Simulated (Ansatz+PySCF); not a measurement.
Values are calculated unless marked as measured or tabulated.
Several solutions for doublet C₃H₅

```yaml
atoms:
  - { symbol: C, position_ang: [-0.0039, -0.0039, -0.4502] }
  - { symbol: C, position_ang: [-0.0040, 1.2240, 0.1890] }
  - { symbol: C, position_ang: [0.0078, -1.2359, 0.1975] }
  - { symbol: H, position_ang: [-0.0090, 0.0014, -1.5347] }
  - { symbol: H, position_ang: [0.0052, 2.1562, -0.3723] }
  - { symbol: H, position_ang: [-0.0003, 1.2891, 1.2912] }
  - { symbol: H, position_ang: [0.0015, -2.1548, -0.3723] }
  - { symbol: H, position_ang: [-0.0096, -1.2967, 1.2860] }
```

Basis set: def2-SVP (spherical functions). Charge 0, multiplicity 2.

CASSCF(3,3) was run from several starts with Ansatz (development build ahead of 0.2.0) and PySCF 2.14.0. The starts are those of the Hartree–Fock orbitals from which the active space was taken at the frontier.

```json
{"run": "A", "program": "Ansatz", "start": "search for the lowest state", "converged": "yes", "energy (hartree)": "-116.40114", "<S²>": "0.75"}
{"run": "B", "program": "PySCF", "start": "program defaults", "converged": "no", "energy (hartree)": "–", "<S²>": "–"}
{"run": "C", "program": "Ansatz", "start": "atomic start, no search", "converged": "yes", "energy (hartree)": "-116.40114", "<S²>": "0.75"}
{"run": "D", "program": "Ansatz", "start": "stability test followed", "converged": "yes", "energy (hartree)": "-116.40114", "<S²>": "0.75"}
```

Question: Which runs reached the lowest solution of this kind, and what is wrong with the others?

Answer: A, C, D reached the lowest solution found. Not converged: B.
